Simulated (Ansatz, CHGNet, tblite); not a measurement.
## Lattice parameter a of litharge SnO: levels of theory against measurement

Reference value: 3.801 Å (measured, temperature not stated, no zero-point or thermal correction; as tabulated in Electronic properties of the Sn1−xPbxO alloy and band alignment of the SnO/PbO …).

| level (code) | value (Å) |
|---|---|
| GFN1-xTB (tblite) | 3.809 |
| CHGNet 0.3.0 (CHGNet) | (withheld) |
| LDA (Ansatz) | 3.768 |
| PBE (Ansatz) | (withheld) |
| PBE-D3(BJ) (Ansatz) | 3.836 |
| r²SCAN+SOC (Ansatz) | 3.806 |
| PBE0 (Ansatz) | 3.799 |

### Question
Complete the blanks.

### Answer

- CHGNet 0.3.0 (CHGNet), value (Å): 3.842
- PBE (Ansatz, a first-principles code), value (Å): 3.867

Differences against the reference: GFN1-xTB +0.21 %, CHGNet 0.3.0 +1.08 %, LDA -0.87 %, PBE +1.74 %, PBE-D3(BJ) +0.92 %, r²SCAN+SOC +0.13 %, PBE0 -0.05 %.

The reference's temperature isn't stated, so close values are not ranked against it. Off by more than 1.25 % (a bound picked here): PBE (+1.74 %).

The measured value isn't corrected to a static lattice, so vibrations enter the comparison. A static lattice is as a rule a little smaller than the measured one.  GFN1-xTB: the cell moved over 20 % in volume from its start. GFN1-xTB: the method was fitted mainly to molecules. GFN1-xTB: the run uses a supercell at the zone centre in place of a k mesh. LDA, PBE, r²SCAN+SOC, PBE0: the cell comes from a level without a dispersion term, which matters for the spacing of layers, chains or molecules. Cutoffs and k meshes differ between the levels. Ansatz's density-functional and Hartree–Fock values are scalar-relativistic unless marked +SOC, with PAW data made under PBE.

Machine-learned potentials (CHGNet 0.3.0) are trained on DFT data, which may include these solids.

Differences are worked out from the printed values.
